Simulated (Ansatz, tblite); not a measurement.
Isomers of Mg₃H₄ (singlet), found by a short tight-binding search and relaxed with r2SCAN-D4/def2-TZVP in Ansatz.

The xTB rows come from tblite. HSE06 is defined as in plane-wave codes, on full-range PBE exchange. Correlated methods freeze 3 core orbitals; core or outer-core shells of Mg are correlated, in sets that lack core-valence functions.

Run but left out: HF/def2-TZVPP (A: restricted singlet, unstable towards broken spin symmetry).

A: The restricted singlet is unstable towards broken spin symmetry in Hartree–Fock (as tested in another run); at LDA (SPW92)/def2-TZVP, PBE-D4/def2-TZVP, r2SCAN-D4/def2-TZVP, PBE0-D4/def2-TZVP and others this wasn't settled. At CCSD(T)/def2-TZVPP the restricted singlet (for correlated methods, its reference) is unstable: a solution with broken spin symmetry lies lower.

Other spin states were run for one of them alone.

A:

```xyz
7

Mg   -1.072    0.439   -1.255
Mg    0.641    0.281    1.507
Mg    0.959   -1.493   -0.409
H     0.239   -1.494    1.480
H    -2.249    1.185   -2.263
H    -0.594    1.120    0.510
H     2.076   -0.038    0.431
```

B:

```xyz
7

Mg   -1.424    0.229   -0.080
Mg    0.829   -0.883   -2.376
Mg    1.145    0.072    0.878
H    -2.959    0.264   -0.826
H     0.022    1.396    0.170
H     2.787   -0.084    1.323
H    -0.400   -0.993    0.912
```

**Question.** Estimate their order by electronic energy at PBE0-D4/def2-TZVP, counted from the lowest.

**Answer.** B (0.00) < A (0.37), in eV.

**Question.** Do the other levels pick the same lowest one?

**Answer.** All that were run do. Energies above each level's lowest (eV):

| level | A | B |
| --- | --- | --- |
| GFN1-xTB | 0.62 | 0.00 |
| GFN2-xTB | 0.04 | 0.00 |
| LDA (SPW92)/def2-TZVP | 0.16 | 0.00 |
| PBE-D4/def2-TZVP | 0.31 | 0.00 |
| r2SCAN-D4/def2-TZVP | 0.28 | 0.00 |
| PBE0-D4/def2-TZVP | 0.37 | 0.00 |
| HSE06-D4/def2-TZVP | 0.36 | 0.00 |
| MP2/def2-TZVPP | 0.54 | 0.00 |
| CCSD/def2-TZVPP | 0.58 | 0.00 |
| CCSD(T)/def2-TZVPP | 0.52 | 0.00 |
Point groups (tolerance 0.1 Å): A Cs, B C2v. Lower isomers may exist.
